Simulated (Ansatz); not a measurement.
The first iterations of a band of BClH2 + H4Si (9 atoms, charge 0, multiplicity 1).

The calculation used Ansatz 0.2.0, RKS PBE0-D4/def2-SVP.

* movable images: 7
* climbing image: yes
* spring: 5.0 eV/Å²
* optimiser: quadratic models (default)
* start path: through a guess of the saddle point
* force threshold: 0.05 eV/Å
* iteration limit: 60
* end points: relaxed

Image 0:

```xyz
9
Properties=species:S:1:pos:R:3
B -0.061 0.474 0.148
Cl 0.387 1.636 1.368
H 0.820 -0.102 -0.439
H -1.226 0.350 -0.127
Si 0.120 -2.723 1.040
H -0.416 -2.954 -0.333
H 1.611 -2.755 1.021
H -0.406 -3.759 1.976
H -0.333 -1.375 1.518
```

Image 8:

```xyz
9
Properties=species:S:1:pos:R:3
B -0.077 -0.468 -0.052
Cl 0.332 0.584 1.910
H 0.789 0.111 -0.668
H -1.214 -0.085 -0.211
Si 0.212 -2.387 0.499
H -0.233 -3.340 -0.570
H 1.633 -2.723 0.841
H -0.595 -2.713 1.731
H -0.352 -0.186 2.693
```

| iteration | highest image above the first end (eV) | largest band force component (eV/Å) |
| --- | --- | --- |
| 1 | 4.847 | 11.376 |
| 2 | 3.147 | 3.952 |
| 3 | 1.936 | 2.178 |
| 4 | 1.726 | 1.448 |
| 5 | 1.709 | 3.206 |

Problem. Does the band converge within its limit, and where does its top end?

Solution. The forces met the threshold. It ended after 17 iterations with the highest image 1.344 eV above the first end. A vibrational analysis at the climbing image gives 2 clearly imaginary modes (525i, 98i cm⁻¹): a point of higher order. A lower path may pass nearby, or the ends, which weren't checked, may share the extra mode. The orbitals stay closed-shell, which can raise the energy where a bond breaks towards radicals; this wasn't checked here.

Run time: 6.1 min on 1 thread of Arm Neoverse V2 (shared host), peak memory 0.14 GiB.
